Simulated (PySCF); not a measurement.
H2O.
Geometry (GFN2-xTB, Å), atoms numbered from 1 in this order:
```
atom  x, y, z in Å
O1     0.0043    0.3785   -0.0026
H2    -0.7686   -0.1895   -0.0111
H3     0.7758   -0.1915    0.0011
```

The closed-shell ground state was solved at several levels (PySCF, density fitting, gas phase, non-relativistic).

| level | basis functions | total energy (Eh) | HOMO (eV) | LUMO (eV) | gap (eV) | dipole (D) |
| --- | --- | --- | --- | --- | --- | --- |
| KT2/IGLO-II | 34 | -77.4929 | -6.83 | 0.44 | 7.27 | 1.91 |
| wB97X/Sadlej pVTZ | 42 | -76.4323 | -11.65 | 1.28 | 12.93 | 1.84 |
| PW91/IGLO-II | 34 | -76.4223 | -6.73 | 0.29 | 7.02 | 1.97 |
| B97-D/Sadlej pVTZ | 42 | -76.4154 | -7.24 | -0.81 | 6.43 | 1.76 |
| revPBE/IGLO-II | 34 | -76.4244 | -6.61 | 0.42 | 7.03 | 1.95 |
| OLYP/Sadlej pVTZ | 42 | -76.4342 | -7.14 | -1.25 | 5.89 | 1.75 |
| OPBE/IGLO-II | 34 | -76.4129 | -6.64 | 0.58 | 7.22 | 1.94 |
| LC-wPBE/IGLO-II | 34 | -76.4088 | -11.65 | 3.57 | 15.22 | 2.06 |
| PBE/Sadlej pVTZ | 42 | -76.3702 | -7.21 | -0.90 | 6.31 | 1.76 |
| mPW1PW91/IGLO-II | 34 | -76.4284 | -8.69 | 1.30 | 9.99 | 2.02 |

Problem. Estimate the row for B3LYP/Sadlej pVTZ, a basis of 42 functions; the other rows only guide the guess.

Solution. Total energy -76.4561 Eh, HOMO -8.79 eV, LUMO -0.62 eV, gap 8.17 eV, dipole 1.82 D.

Problem. Over all these levels, which gives the widest orbital gap and which the narrowest?

Solution. LC-wPBE/IGLO-II (range-separated hybrid) has the widest, 15.22 eV, and OLYP/Sadlej pVTZ (GGA) the narrowest, 5.89 eV. Functional and basis both differ between the two, so the spread mixes both effects.

Problem. How far do the dipole and the HOMO energy spread over the levels?

Solution. The dipole runs from 1.75 to 2.06 D (mean 1.89 D) and the HOMO from -11.65 to -6.61 eV.

B97-D is run here without its empirical dispersion term; that term would change no orbital, density or response property at a fixed geometry.
